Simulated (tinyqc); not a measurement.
Worked calculation: UHF in the sto-3g basis, for H2O+, spin multiplicity 2. This run ends on a higher stationary point, not on the lowest solution. Computed by tinyqc, a small Python program that keeps every step (integrals from PySCF). Settings: charge = 1, multiplicity = 2, basis = sto-3g, energy threshold = 1e-10, iteration cap = 85, orthogonalisation = canonical, start = random, DIIS depth = 8, method = UHF. Command: `OMP_NUM_THREADS=1 python tinyqc.py 21180 21181 out.jsonl` (the two numbers bound the seeds that draw the settings). One thread of a shared host (Intel(R) Xeon(R) Processor @ 2.60GHz), about 0.2 s of CPU time with the checks.

Geometry (angstrom):
```
atom        x         y        z
O     0.00000   0.00000  0.00000
H     0.00000   1.09000  0.84900
H     0.00000  -1.05500  0.82200
```

Stop when the energy changes by less than 1e-10 hartree and every element of the error matrix X^T (F D S - S D F) X (for each spin) is below 3e-06.

Course of the cycle:
```
iteration  E (hartree)     change  largest element of the error matrix
1          -61.9680710          -                             5.37e+00
2          -74.1562087  -1.22e+01                             2.21e-01
3          -74.4294351  -2.73e-01                             6.20e-02
4          -74.4548126  -2.54e-02                             2.79e-02
5          -74.4739668  -1.92e-02                             2.20e-02
6          -74.4836600  -9.69e-03                             2.59e-02
7          -74.4885877  -4.93e-03                             2.79e-02
8          -74.4762024   1.24e-02                             2.05e-02
9          -74.4651643   1.10e-02                             1.10e-02
10         -74.4648164   3.48e-04                             9.39e-03
11         -74.4651564  -3.40e-04                             6.18e-03
12         -74.4657678  -6.11e-04                             4.93e-03
13         -74.4666570  -8.89e-04                             2.92e-03
14         -74.4673172  -6.60e-04                             2.21e-03
15         -74.4675437  -2.26e-04                             1.20e-03
16         -74.4675753  -3.16e-05                             7.05e-04
17         -74.4675804  -5.12e-06                             5.88e-04
18         -74.4675854  -4.98e-06                             4.15e-04
19         -74.4675875  -2.17e-06                             1.13e-04
20         -74.4675880  -4.65e-07                             7.92e-05
21         -74.4675881  -1.22e-07                             5.81e-05
22         -74.4675881   4.24e-08                             3.47e-05
23         -74.4675881   1.70e-08                             1.97e-05
24         -74.4675881   7.96e-09                             3.41e-06
25         -74.4675881  -9.38e-11                             1.93e-06
```

Can the last value be used, and what does the course show?

No, though the log alone does not show it. Converged in 25 iterations. But the solution lies 0.09316 hartree above the reference: it is another stationary point, not the lowest one. Reruns (cap 100 unless said): damping 0.5: not converged; level shift 0.5: not converged; atomic densities as start, DIIS 8: converged in 15. PySCF UHF in the same basis, after a stability check = -74.5607483 hartree.
